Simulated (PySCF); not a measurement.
# PBE0/STO-6G run of SiH4S (Si(SH)H3)

Aim: the vertical ionisation energy of SiH4S (Si(SH)H3) at PBE0/STO-6G, from 2 runs. The job is set up through a Python script.

The results are computed with PySCF 2.14.0.

6 further runs of the same task are left out: 6 set aside as unsound or not needed.

## Step 1: Starting point

The species is SiH4S (6 atoms), meant as a singlet with charge 0. As SMILES, `[H][Si]([H])([H])S`. Geometry: relaxed at GFN2-xTB.

Bond lengths: Si1–S2 2.147 Å, S2–H3 1.325 Å, Si1–H4 1.452 Å, Si1–H5 1.457 Å, Si1–H6 1.458 Å. Angles: Si1–S2–H3 97.0°, S2–Si1–H4 103.2°, S2–Si1–H5 107.7°, S2–Si1–H6 107.7°, H4–Si1–H5 113.2°, H4–Si1–H6 113.1°, H5–Si1–H6 111.3°.

## Step 2: A single-point energy at PBE0/STO-6G

job.py reads:

```python
# Si(SH)H3
from pyscf import gto, dft

mol = gto.M(
    atom='''
Si   0.201210  -0.014540  -0.544580
S    0.253720   0.019820   1.601470
H   -1.056810   0.059910   1.795240
H    1.606010  -0.020690  -0.909950
H   -0.503230   1.180600  -0.990160
H   -0.500900  -1.225100  -0.952020
''',
    basis='sto-6g',
    charge=0,
    spin=0,
    max_memory=1860,
    verbose=3,
)

mf = dft.RKS(mol, xc='pbe0')
mf.conv_tol = 1e-10
mf.grids.level = 5
mf.kernel()
if not mf.converged:
    mf = mf.newton().run(mf.mo_coeff, mf.mo_occ)

etot = mf.e_tot
print('E(%s) = %.9f' % ('PBE0', etot))
```

Started as:

```sh
$ OMP_NUM_THREADS=1 python job.py
```

Log:

```text
converged SCF energy = -687.384202093968
E(PBE0) = -687.384202094
```

Wall time 3.9 s (1 thread of Intel Xeon 6975P-C (Granite Rapids), shared host); peak memory 0.21 GiB.

## Step 3: The doublet cation

run.py reads:

```python
from pyscf import gto, dft

mol = gto.M(
    atom='''
Si     0.201210    -0.014540    -0.544580
S      0.253720     0.019820     1.601470
H     -1.056810     0.059910     1.795240
H      1.606010    -0.020690    -0.909950
H     -0.503230     1.180600    -0.990160
H     -0.500900    -1.225100    -0.952020
''',
    max_memory=1860,
    spin=1,
    basis='sto-6g',
    verbose=3,
    charge=1,
)

mf = dft.UKS(mol, xc='pbe0')
mf.conv_tol = 1e-10
mf.grids.level = 5
mf.kernel()
if not mf.converged:
    mf = mf.newton().run(mf.mo_coeff, mf.mo_occ)

e_final = mf.e_tot
print('E(%s) = %.9f' % ('PBE0', e_final))
```

Started as:

```sh
$ OMP_NUM_THREADS=1 python run.py
```

Log:

```text
converged SCF energy = -687.131141903715  <S^2> = 0.75210839  2S+1 = 2.0021073
E(PBE0) = -687.131141904
```

Run time: 6 s. Hardware: 1 thread of Intel Xeon 6975P-C (Granite Rapids), shared host; peak memory 0.21 GiB.

## Step 4: Summary of results

Level: PBE0/STO-6G.

| quantity | value |
| --- | --- |
| singlet SiH4S: total energy | -687.38420 Eh |
| singlet SiH4S: dipole moment | 1.37 D |
| singlet SiH4S: HOMO energy | -3.44 eV |
| singlet SiH4S: LUMO energy | 6.34 eV |
| singlet SiH4S: HOMO–LUMO gap | 9.79 eV |
| doublet cation: total energy | -687.13114 Eh |
| doublet cation: HOMO energy (highest over α and β) | -14.57 eV |
| doublet cation: LUMO energy (lowest over α and β) | -10.17 eV |
| doublet cation: ⟨S²⟩ | 0.752 |
| vertical ionisation energy (to the doublet cation) | 6.886 eV |

The vertical ionisation energy comes to 6.89 eV (159 kcal/mol). The negative HOMO energy of the first species, 3.44 eV, lies 3.44 eV below that difference. In a minimal basis such a difference can be off by several eV, whatever the method. Mulliken charges (singlet SiH4S) run from -0.12 on H6 to +0.47 on Si1. Mulliken charges (doublet cation) run from -0.03 on H4 to +0.54 on Si1.
